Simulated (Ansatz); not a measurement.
# C2H10Si: the cost of one run

The runs use Ansatz 0.2.0, Gaussian basis; PBE0-D4, def2-SVP first, then def2-TZVP.

152 further runs of the same task are left out: 152 set aside as unsound or not needed.

### Step 1. Where the work starts

The guess: 13 atoms, charge 0, spin multiplicity 1.

Atoms are counted from 1 here; the program's logs count them from 0.

Bond lengths: Si1–H4 1.496 Å, Si1–H5 1.446 Å, Si1–H6 1.447 Å, Si1–H7 1.715 Å, C2–C3 1.519 Å, C2–H7 1.369 Å, C2–H9 1.098 Å, C2–H10 1.088 Å, C3–H11 1.087 Å, C3–H12 1.089 Å, C3–H13 1.091 Å. Angles: H4–Si1–H5 101.6°, H4–Si1–H6 102.2°, H4–Si1–H7 136.9°, H5–Si1–H6 131.3°, H5–Si1–H7 96.3°, H6–Si1–H7 94.4°, C3–C2–H7 108.3°, C3–C2–H9 109.5°, C3–C2–H10 109.7°, H7–C2–H9 83.1°, H7–C2–H10 136.4°, H9–C2–H10 103.4°, C2–C3–H11 110.8°, C2–C3–H12 110.7°, C2–C3–H13 111.5°, H11–C3–H12 107.9°, H11–C3–H13 107.9°, H12–C3–H13 107.9° and more.

Geometry (Å):

```mol
C2H10Si
  3D, bonds by distance, orders not assigned

 13 11  0  0  0  0  0  0  0  0999 V2000
   -0.7628    0.7664    1.0416 Si  0  0
    0.0376   -0.8075   -0.1330 C   0  0
    0.5252   -0.2405   -1.4553 C   0  0
   -2.1062    0.8138    0.3842 H   0  0
   -0.1948    2.0317    0.6313 H   0  0
   -1.0822    0.2421    2.3517 H   0  0
    0.6794   -0.1478    0.8811 H   0  0
    1.1915    0.5414    1.7807 H   0  0
    0.6900   -1.6368    0.1724 H   0  0
   -0.9298   -1.2861   -0.2735 H   0  0
   -0.1965    0.4640   -1.8620 H   0  0
    1.4688    0.2864   -1.3238 H   0  0
    0.6797   -1.0270   -2.1954 H   0  0
  1  4  8  0
  1  5  8  0
  1  6  8  0
  1  7  8  0
  2  3  8  0
  2  7  8  0
  2  9  8  0
  2 10  8  0
  3 11  8  0
  3 12  8  0
  3 13  8  0
M  END
```

Distances that are to change: Si1–H8 2.10 Å, C2–H7 1.37 Å, Si1–C2 2.12 Å, H7–H8 1.24 Å.

### Step 2. Relaxing the guess with the reacting distances held

hold/in.yaml reads:

```yaml
crystal:
  periodic: [false, false, false]
  atoms:
    - {symbol: Si, position_ang: [-0.762800, 0.766400, 1.041600]}
    - {symbol: C, position_ang: [0.037600, -0.807500, -0.133000]}
    - {symbol: C, position_ang: [0.525200, -0.240500, -1.455300]}
    - {symbol: H, position_ang: [-2.106200, 0.813800, 0.384200]}
    - {symbol: H, position_ang: [-0.194800, 2.031700, 0.631300]}
    - {symbol: H, position_ang: [-1.082200, 0.242100, 2.351700]}
    - {symbol: H, position_ang: [0.679400, -0.147800, 0.881100]}
    - {symbol: H, position_ang: [1.191500, 0.541400, 1.780700]}
    - {symbol: H, position_ang: [0.690000, -1.636800, 0.172400]}
    - {symbol: H, position_ang: [-0.929800, -1.286100, -0.273500]}
    - {symbol: H, position_ang: [-0.196500, 0.464000, -1.862000]}
    - {symbol: H, position_ang: [1.468800, 0.286400, -1.323800]}
    - {symbol: H, position_ang: [0.679700, -1.027000, -2.195400]}
basis:
  gaussian: {orbitals: def2-SVP}
hamiltonian: {xc: pbe0, dispersion: d4}
relax: {f_tol: 0.04, max_steps: 150, escape_saddle: false, constraints: [{distance: [0, 7]}, {distance: [1, 6]}, {distance: [0, 1]}, {distance: [6, 7]}]}
```

The run is started by

```bash
> ansatz run in.yaml --threads 4 --pin off --events-out ev --progress --plain --max-ram 9574MiB
```

**Question.** How long does this run take on 4 threads of Intel Xeon Platinum 8488C, shared host?

About 6 s.
